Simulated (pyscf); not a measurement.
Routes from H₂B–O–GeH₃ (SMILES B[O][GeH3]) + HF (SMILES F)

Candidate steps break at most two bonds and form at most two. Each was searched with GFN2-xTB (tblite) first. Optimised with ωB97X-D3(BJ)/def2-SVP in PySCF. Energies: ωB97M-D3(BJ)/def2-TZVP, kJ/mol, from the separated reactants, singlet surface; ΔG‡ with ideal gas, 1 atm, RRHO with modes under 100 cm⁻¹ raised to 100, one conformer, R ln 2 for chiral ones without a mode under 150 cm⁻¹.

```csv
products,type,ΔE‡,ΔE,ΔG‡ 298 K,ΔG‡ 900 K,ν‡ (cm⁻¹)
HO–GeH₃ + H₂B–F,four-centre exchange,40.0,-0.1,81.5,172.7,883i
F–GeH₃ + H₂B–OH,four-centre exchange,58.9,-37.2,98.9,186.0,531i
```

Row 1: On the reactant side the descent ends in a bound adduct, 35.1 kJ/mol under the separated species and 75.6 kJ/mol under the saddle at ωB97X-D3(BJ)/def2-TZVP. On the product side the descent ends in an adduct with a B–O contact, 61.0 kJ/mol under the separated species and 99.6 kJ/mol under the saddle at ωB97X-D3(BJ)/def2-TZVP. Row 2: On the reactant side the descent ends in a bound adduct, 35.1 kJ/mol under the separated species and 95.9 kJ/mol under the saddle at ωB97X-D3(BJ)/def2-TZVP. On the product side the descent ends in a complex, 22.3 kJ/mol under the separated species and 115.8 kJ/mol under the saddle at ωB97X-D3(BJ)/def2-TZVP. 

Plain bond fissions and candidates not yet searched are not listed, and one of them may be faster. Each barrier is that of the saddle found; lower ones may exist. Elements up to Kr have no core potential and no relativistic terms here.
